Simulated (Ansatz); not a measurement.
**GeHCl: competing structures and spins**

Ansatz 0.2.0, basis cc-pVDZ; geometries are PBE0/def2-TZVP minima. Wave-function levels freeze the cores with the filled d shells of p-block atoms; HF, MP2 and coupled cluster are restricted for singlets and unrestricted otherwise, restricted open-shell where a d shell is frozen, Kohn–Sham unrestricted where that lies lower. NEVPT2 and MRCISD+Q stand on CASSCF in the full valence space. The reference is CCSDT(Q) (coupled cluster only where its series has nearly closed). Semilocal and hybrid functionals correlate all electrons outside any core potential and usually lie nearer their basis limit than the reference, so part of their error here is the reference's basis and frozen-core error; RPA and the MP2 part of double hybrids freeze the same cores as the reference. None of these values is a measured one. Energies are electronic, without zero-point terms. No spin–orbit coupling and no scalar relativity. The set is small: such energies can lie up to about 0.3 eV from the limit, spin gaps mostly less, so near ties and functionals' places can change in larger sets. The species are chosen: bound, without strong static correlation by their natural occupations or amplitudes, and with a ladder that closes on the reference, so errors are smaller than for species at large; levels whose determinant breaks symmetry or spin markedly are left out.

A. singlet; Cl–Ge 2.183, Ge–H 1.600, angle at Ge 94°. Coordinates (Å): Ge 0.000 -0.033 0.708; Cl 0.000 0.024 -1.475; H 0.000 1.560 0.854
B. triplet; Cl–Ge 2.148, Ge–H 1.556, angle at Ge 115°. Coordinates (Å): Ge 0.000 -0.039 0.691; Cl 0.000 0.042 -1.456; H 0.000 1.343 1.406

Problem. From bonding and spin, estimate the order of these in energy at CCSDT(Q), each at its own geometry.

Solution. At CCSDT(Q), above the lowest of those listed: A (0.0 kJ/mol), B (158.1 kJ/mol).

```tsv
level	B less A (kJ/mol)
CCSDT(Q)	158.1
HF	111.1
CCSD(T)	158.0
CCSDT	157.8
NEVPT2	155.8
MRCISD+Q	157.9
PBE	163.5
r2SCAN	142.9
B2PLYP	166.7
RPA-PBE	168.1
```

Every level shown puts the same form lowest.

The geometries are PBE0's, not this basis's own minima.
